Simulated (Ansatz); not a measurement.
**One shape, several levels: NO2F (nitryl fluoride)**

We compute a comparison of 6 runs (UHF/STO-3G, UB3LYP/STO-3G, UPBE0/STO-3G, UMP2/STO-3G, CCSD/STO-3G, UCCSD(T)/STO-3G) of NO2F (nitryl fluoride). 

The results are computed with Ansatz 0.2.0.

58 further runs of the same task are left out: 10 that didn't finish, 48 set aside as unsound or not needed.

### Step 1. The system as given

NO2F: 4 atoms, total charge 0, spin state singlet. SMILES: `O=[N+]([O-])F`. The N2–O1 distance was set to 1.432 Å, away from the relaxed value.

Bond lengths: O1–N2 1.432 Å, N2–O3 1.145 Å. Angles: O1–N2–O3 140.2°. A long bond or contact: N2–F4 1.545 Å.

### Step 2. The energy at UHF/STO-3G (run 1)

File input.yaml:

```yaml
basis:
  gaussian:
    orbitals: STO-3G
crystal:
  periodic: [false, false, false]
  atoms:
    - {symbol: O, position_ang: [0.208496, 0.606990, 1.364057]}
    - {symbol: N, position_ang: [0.109710, -0.098240, 0.122020]}
    - {symbol: O, position_ang: [0.475520, -1.064170, -0.373030]}
    - {symbol: F, position_ang: [-0.773970, 0.696460, -0.864650]}
magnetization:
  spin_polarized: true
  initial_magnetization: 0
hamiltonian:
  xc: hf
accuracy: high
```

Run with:

```bash
ansatz run input.yaml --threads 1 --pin off --max-ram 2610MiB --events-out events.jsonl --progress --plain --runs-dir runs
```

The log of the run:

```text
Warning: RAYON_NUM_THREADS=1 ignored (pool sized by the plan → 1); use --threads N
Functional definition: HF
  name "HF"
  exchange = exact_x
  correlation = 0
366 factors; integrals over basis functions are off by at most 4.2e-8 eV
mean field evaluation 1: about -8131.2874 eV, gradient 4.1e1 eV
mean field evaluation 2: about -8131.4427 eV, gradient 4.1e1 eV
mean field evaluation 4: about -8141.5419 eV, gradient 8.0e0 eV
mean field evaluation 8: about -8142.0471 eV, gradient 1.8e-1 eV
mean field evaluation 16: about -8142.9225 eV, gradient 3.0e0 eV
mean field evaluation 32: about -8142.0864 eV, gradient 2.5e0 eV
mean field evaluation 64: about -8143.4029 eV, gradient 2.5e-1 eV
mean field evaluation 96: about -8117.2931 eV, gradient 3.4e1 eV
mean field evaluation 128: about -8134.8477 eV, gradient 5.7e0 eV
mean field evaluation 160: about -8143.3746 eV, gradient 1.8e-1 eV
mean field evaluation 192: about -8138.0177 eV, gradient 8.9e0 eV
mean field evaluation 224: about -8136.4379 eV, gradient 7.7e0 eV
mean field evaluation 256: about -8139.3953 eV, gradient 1.3e0 eV
mean field evaluation 288: about -8135.6956 eV, gradient 6.9e0 eV
mean field evaluation 320: about -8143.3944 eV, gradient 9.9e-1 eV
mean field -8143.40799324 eV, -299.2647239513 hartree, gradient 1.7e-8 eV, S^2 1.009021; 7 other end points of the search recorded, 0 dependent functions left out
reference -8143.40799324 eV, -299.2647239513 hartree; 16, 16 occupied and 4, 4 virtual orbitals, 366 factors
Total energy: -8143.40799324 eV, -299.2647239513 hartree
```

Run time: 0.84 s. Hardware: 1 thread of Arm Neoverse V1, shared host.

### Step 3. A single-point energy at UB3LYP/STO-3G (run 2)

File job.yaml:

```yaml
crystal:
  periodic: [false, false, false]
  atoms:
    - symbol: O
      position_ang: [0.208496, 0.606990, 1.364057]
    - symbol: "N"
      position_ang: [0.109710, -0.098240, 0.122020]
    - symbol: O
      position_ang: [0.475520, -1.064170, -0.373030]
    - symbol: F
      position_ang: [-0.773970, 0.696460, -0.864650]
basis:
  gaussian:
    orbitals: STO-3G
magnetization:
  spin_polarized: true
hamiltonian:
  xc: {name: B3LYP}
accuracy: high
```

Run with:

```bash
ansatz run job.yaml --threads 1 --pin off --max-ram 2610MiB --events-out events.jsonl --progress --plain --runs-dir runs
```

The log of the run:

```text
Warning: RAYON_NUM_THREADS=1 ignored (pool sized by the plan → 1); use --threads N
Functional definition: B3LYP
  name "B3LYP"
  parameter a0 = 0.2
  parameter ax = 0.72
  parameter ac = 0.81
  exchange = (1 - a0 - ax)*slater_x + ax*b88_x + a0*exact_x
  correlation = (1 - ac)*vwn_rpa_c + ac*lyp_c
366 factors; integrals over basis functions are off by at most 4.2e-8 eV
mean field evaluation 1: about -8171.5751 eV, gradient 3.6e1 eV
mean field evaluation 2: about -8088.4000 eV, gradient 1.2e2 eV
mean field evaluation 4: about -8178.3075 eV, gradient 9.4e0 eV
mean field evaluation 8: about -8178.8842 eV, gradient 2.2e-1 eV
mean field evaluation 16: about -8178.8788 eV, gradient 1.2e-5 eV
mean field -8178.87884104 eV, -300.5682535650 hartree, gradient 2.8e-8 eV, S^2 0.000000; 1 other end points of the search recorded, 0 dependent functions left out
reference -8178.87885726 eV, -300.5682541611 hartree; 16, 16 occupied and 4, 4 virtual orbitals, 366 factors
Total energy: -8178.87885726 eV, -300.5682541611 hartree
```

Wall time 2 s (1 thread of Arm Neoverse V1, shared host); peak memory 0.12 GiB.

Runs 3 to 5 aren't shown in full; the table further down has their settings and results.

### Step 4. A single-point energy at UCCSD(T)/STO-3G (run 6)

File molecule.yaml:

```yaml
crystal:
  periodic: [false, false, false]
  atoms:
    - {symbol: O, position_ang: [0.208496, 0.606990, 1.364057]}
    - {symbol: "N", position_ang: [0.109710, -0.098240, 0.122020]}
    - {symbol: O, position_ang: [0.475520, -1.064170, -0.373030]}
    - {symbol: F, position_ang: [-0.773970, 0.696460, -0.864650]}
basis:
  gaussian: {orbitals: STO-3G}
scf: {omitted_lower_state_checks: [cluster_reference, increment]}
correlation: {method: ccsd_t, frozen_orbitals: {F: 1, "N": 1, O: 1}}
accuracy: high
magnetization: {spin_polarized: true, initial_magnetization: 0}
```

Run with:

```bash
ansatz run molecule.yaml --threads 1 --pin off --max-ram 2610MiB --events-out events.jsonl --progress --plain --runs-dir runs
```

The log of the run:

```text
Warning: RAYON_NUM_THREADS=1 ignored (pool sized by the plan → 1); use --threads N
[... 16 lines left out ...]
4 core orbitals not correlated: weight in the atoms' cores, before any rotation towards them, 1.000 or more for the frozen orbitals, at most 0.000 for the correlated occupied ones
[... 47 lines left out ...]
Total energy: -8149.54217427 eV, -299.4901509465 hartree
Checks for a lower state left out: cluster_reference, increment
```

Wall time 1.2 s (1 thread of Arm Neoverse V1, shared host).

### Step 5. The series

```tsv
run	level	frozen core orbitals	energy (Eh)	⟨S²⟩	wall time
1	UHF/STO-3G	–	-299.264724	1.009	0.84 s
2	UB3LYP/STO-3G	–	-300.568254	–	2 s
3	UPBE0/STO-3G	–	-300.326790	0.008	4.8 s
4	UMP2/STO-3G	4	-299.392839	1.009	0.82 s
5	CCSD/STO-3G	4	-299.470895	–	0.22 s
6	UCCSD(T)/STO-3G	4	-299.490151	1.009	1.2 s
```

### Step 6. Results

```
                                          quantity          value
                               run 6: total energy  -299.49015 Eh
run 6: correlation energy (4 core orbitals frozen)     -225.4 mEh
                             run 6: (T) correction     -15.56 mEh
          run 6: ⟨S²⟩ of the reference determinant          1.009
                              run 6: T1 diagnostic          0.086
```

What this shows: Below the UHF energy at the same shape and in the same basis (STO-3G): UMP2 -128.1 mEh; CCSD -206.2 mEh; UCCSD(T) -225.4 mEh. Some of these start from another determinant than that one, so these aren't their correlation energies. Totals of different functionals can't be ranked against each other. In run 5 the T1 diagnostic is large, so a single reference may not serve. In run 5 the log says that unrestricted orbitals would lower the reference, so the values rest on an unstable closed-shell determinant (other closed-shell runs at this shape may share the fault). In runs 1, 2, 3, 4, 5, 6 the basis is minimal, so the values are rough. Spin contamination of the reference: run 1 ⟨S²⟩ = 1.01, run 4 ⟨S²⟩ = 1.01, run 6 ⟨S²⟩ = 1.01. Where it is this large, the reference is a mixture of spin states, and values that rest on it are in doubt. All runs together took 9.9 s, the longest 4.8 s.
